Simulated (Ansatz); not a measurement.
Counterpoise correction, worked out

The pair of H2O (SMILES O, atoms 1–3) and SiH4O (SMILES [SiH3]O, atoms 4–9), both closed shells, in one local arrangement (a lower one may exist), relaxed at PBE0-D4/def2-TZVP:

```xyz
9
angstrom
O 0.1466 -0.0488 -2.2092
H -0.7520 0.0339 -2.5372
H 0.4295 -0.9400 -2.4275
Si -0.0839 0.0558 1.5455
O 0.6957 0.8926 0.3769
H 0.2785 -1.3923 1.5417
H 0.3096 0.6493 2.8460
H -1.5678 0.1345 1.4044
H 0.5439 0.6148 -0.5406
```

Ansatz 0.2.0; basis: def2-TZVPPD; cores frozen in the correlated methods.

CCSD(T) total energies in eV:

| system | geometry | basis functions | energy |
| --- | --- | --- | --- |
| pair | pair | all | -12054.00229 |
| H2O | as in the pair | all (partner as ghosts) | -2077.34945 |
| SiH4O | as in the pair | all (partner as ghosts) | -9976.40111 |
| H2O | as in the pair | its own | -2077.33350 |
| SiH4O | as in the pair | its own | -9976.39213 |
| H2O | free (PBE0-D4 minimum) | its own | -2077.33566 |
| SiH4O | free (PBE0-D4 minimum) | its own | -9976.40584 |

(1) Work out the interaction energy with and without the counterpoise correction, the superposition error, and the binding energy from the relaxed fragments.

T1 diagnostic: at most 0.012.

Answers

(1) Without correction: -12054.00229 − (-2077.33350) − (-9976.39213) = -0.27666 eV.
With correction (each fragment in the whole basis): -12054.00229 − (-2077.34945) − (-9976.40111) = -0.25173 eV = -5.81 kcal/mol.
The superposition error is the difference, 0.02493 eV, 9 % of the uncorrected value: each fragment borrows its partner's functions.
Deformation from the free shapes: 0.00216 eV for H2O and 0.01371 eV for SiH4O.
Binding energy from relaxed fragments: -0.25173 + 0.00216 + 0.01371 = -0.23586 eV = -5.44 kcal/mol (electronic, without zero-point energy; negative means bound). For comparison, the corrected interaction energy by CCSD(T) at an estimated basis limit (MP2 extrapolated from triple and quadruple zeta, plus CCSD(T) − MP2 in triple zeta) is -0.271 eV; triple zeta with the correction binds less.

For scale, one of the runs: CCSD(T)/def2-TZVPPD, 230 basis functions, launched by `ansatz run in.yaml --threads 4 --pin off --events-out ev --progress --plain --max-ram 9574MiB`. Hardware: 4 CPU threads of an Arm Neoverse V1, shared host. Wall time 49 s; peak host memory 3.9 GiB.
